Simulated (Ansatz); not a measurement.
A made-up structure of Na2AlH, closed shell:

| atom | x (Å) | y (Å) | z (Å) |
| --- | --- | --- | --- |
| Na1 | 0.0557 | 0.0980 | 0.0033 |
| Al2 | -2.6877 | 0.4871 | -1.0072 |
| Na3 | 1.9816 | -2.3856 | 1.0732 |
| H4 | 1.0284 | 1.8101 | 0.0597 |

It is relaxed with PBE-D4/def2-SVP and then PBE0-D4/def2-TZVP (Ansatz 0.2.0). Atoms count as bonded within 1.22 times the sum of their covalent radii (H–H: 0.88 Å). The end point is not checked to be a true minimum.

Does its bonding change? (Judge from chemistry; the calculation decides.)

By the calculation: Yes. Formed: Al2–Na3, Al2–H4; broken: none.

Where it ends: The first stage lowers the energy by 2.67 eV in 21 steps. It ends as Na₂AlH ([Na][Na]1[H][Al]1):
Na1  (1.559, 0.860, 0.398)
Al2  (-1.349, -0.010, -0.464)
Na3  (0.617, -2.302, 0.588)
H4  (-0.448, 1.461, -0.393)
(Å)

Labels in which every atom is bracketed show which atoms are joined, not bond orders.

For scale, one of the runs: PBE0-D4/def2-TZVP relaxation, 107 basis functions, launched by `ansatz run in.yaml --threads 2 --pin off --events-out ev --progress --plain --max-ram 4352MiB`. Hardware: 2 CPU threads of an Arm Neoverse V2, shared host. Wall time about 9 s.
